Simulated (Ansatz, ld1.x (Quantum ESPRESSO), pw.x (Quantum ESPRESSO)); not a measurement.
magnesium (Mg): does the TM potential hold in the solid?

```
Element                 : magnesium
Generator               : ld1.x (Quantum ESPRESSO) 7.5
Type                    : norm-conserving Troullier–Martins (Kleinman–Bylander form)
Functional              : LDA (PW92)
Relativity              : scalar-relativistic
Frozen core             : [Ne]
Valence charge          : 2
Reference configuration : 3s2 3p0
Partial waves           : 3p (bound, empty): rc 3.05 bohr; 3d channel at -0.05 Ry: rc 2.90 bohr; 3s (bound): rc 1.80 bohr
Local potential         : the s channel
Core correction         : none
```

Atomic tests: cutoffs needed: 8 Ry and 25 Ry (the cutoffs (Ry, on a coarse ladder) from which the occupation-weighted sum of valence levels, in a spherical-Bessel basis at the reference potential, stays within 10 and 1 mRy of its value at 400 Ry); ghost test: no extra level below or beside the all-electron valence levels (p, d, s, f tested) (spherical-Bessel basis up to 400 Ry, 20 bohr box); largest excitation error: +126 meV (all-electron minus pseudo) for 3s0 3p1, out of 5 test configurations.

Crystal test: bcc Mg in pw.x 7.5, no spin, 13³ k-points, Fermi–Dirac smearing 0.01 Ry, cutoffs 35/140 Ry. The reference is all-electron LAPW (Ansatz 0.2.0) with the same functional, mesh and smearing; V0 and B0 come from Birch–Murnaghan fits to the pressures at five volumes. Errors are pseudo minus all-electron; Δ is the rms difference of the E(V) curves that follow from these fits, minima aligned, over ±6 % about the mean V0. Mesh and smearing are coarse, so the numbers serve the comparison and aren't converged zero-temperature values; the lattice is a test structure that the element need not adopt.

All-electron: a0 = 3.513 Å (V0 = 21.67 Å³/atom), B0 = 38.2 GPa.

**Question.** How far does the potential miss the all-electron equation of state?

**Answer.** mean pressure error (GPa): -1.23; a0 (Å): 3.474; a0 error (%): -1.11; B0 error (%): +0.4; Δ (meV/atom): 6.0. The largest radius (3.05 bohr) exceeds half the bond length (2.87 bohr), so the spheres overlap, which is one possible source of error among others. This is a poor potential for the solid.

```json
{"V (Å³/atom)": "20.498", "P all-electron (GPa)": "2.38", "P pseudo (GPa)": "0.89"}
{"V (Å³/atom)": "21.038", "P all-electron (GPa)": "1.20", "P pseudo (GPa)": "-0.14"}
{"V (Å³/atom)": "21.577", "P all-electron (GPa)": "0.17", "P pseudo (GPa)": "-1.05"}
{"V (Å³/atom)": "22.116", "P all-electron (GPa)": "-0.75", "P pseudo (GPa)": "-1.85"}
{"V (Å³/atom)": "22.656", "P all-electron (GPa)": "-1.55", "P pseudo (GPa)": "-2.56"}
```

**Question.** At the middle volume, how do free energy and pressure move when the wave cutoff is lowered (ecutrho kept at four times it)?

**Answer.**

```json
{"cutoff (Ry)": "16", "shift of F (meV/atom)": "+33.7", "shift of P (GPa)": "-0.33"}
{"cutoff (Ry)": "21", "shift of F (meV/atom)": "+11.4", "shift of P (GPa)": "-0.18"}
{"cutoff (Ry)": "28", "shift of F (meV/atom)": "+2.3", "shift of P (GPa)": "+0.04"}
```

Input at the middle volume:

```
&control
  calculation='scf', prefix='x', pseudo_dir='./', outdir='./tmp', tstress=.true., disk_io='none'
/
&system
  ibrav=0, nat=1, ntyp=1, ecutwfc=35, ecutrho=140, nbnd=8,
  occupations='smearing', smearing='fd', degauss=0.01
/
&electrons
  conv_thr=1e-09, mixing_beta=0.4, electron_maxstep=70
/
ATOMIC_SPECIES
Mg 1.0 Mg.UPF
CELL_PARAMETERS angstrom
  -1.75378771 1.75378771 1.75378771
  1.75378771 -1.75378771 1.75378771
  1.75378771 1.75378771 -1.75378771
ATOMIC_POSITIONS crystal
Mg 0.0000 0.0000 0.0000
K_POINTS automatic
13 13 13 0 0 0
```

```bash
pw.x < Mg.scf.in > Mg.scf.out
```

Lines of the output:

```
Message from routine setup:
     using ibrav=0 with symmetry is DISCOURAGED, use correct ibrav instead
     lattice parameter (alat)  =       5.7403  a.u.
     unit-cell volume          =     145.6088 (a.u.)^3
     number of electrons       =         2.00
     number of Kohn-Sham states=            8
     kinetic-energy cutoff     =      35.0000  Ry
     charge density cutoff     =     140.0000  Ry
     scf convergence threshold =      1.0E-09
     Exchange-correlation= PW
     number of k points=    84  Fermi-Dirac smearing, width (Ry)=  0.0100
     iteration #  1     ecut=    35.00 Ry     beta= 0.40
     total energy              =      -1.80118422 Ry
     estimated scf accuracy    <       0.00426077 Ry
     iteration #  2     ecut=    35.00 Ry     beta= 0.40
     total energy              =      -1.80131667 Ry
     estimated scf accuracy    <       0.00153616 Ry
     iteration #  3     ecut=    35.00 Ry     beta= 0.40
     total energy              =      -1.80132086 Ry
     estimated scf accuracy    <       0.00000023 Ry
     iteration #  4     ecut=    35.00 Ry     beta= 0.40
     total energy              =      -1.80132128 Ry
     estimated scf accuracy    <       0.00000030 Ry
     iteration #  5     ecut=    35.00 Ry     beta= 0.40
     total energy              =      -1.80132128 Ry
     estimated scf accuracy    <       0.00000002 Ry
     iteration #  6     ecut=    35.00 Ry     beta= 0.40
     the Fermi energy is     3.8233 ev
!    total energy              =      -1.80132128 Ry
     estimated scf accuracy    <          5.5E-11 Ry
     smearing contrib. (-TS)   =      -0.00211045 Ry
     The total energy is F=E-TS. E is the sum of the following terms:
     one-electron contribution =       1.26477940 Ry
     hartree contribution      =       0.00484180 Ry
     xc contribution           =      -0.87267176 Ry
     ewald contribution        =      -2.19616027 Ry
     convergence has been achieved in   6 iterations
          total   stress  (Ry/bohr**3)                   (kbar)     P=      -10.50
     Message from routine punch:
     Nothing written, as per user request (disk_io='none')
```

The run at the middle volume (84 k-points, 6 iterations) took about 4.3 s on one core of a shared host (Neoverse-V1, 32 threads, 247 GiB, load 13).
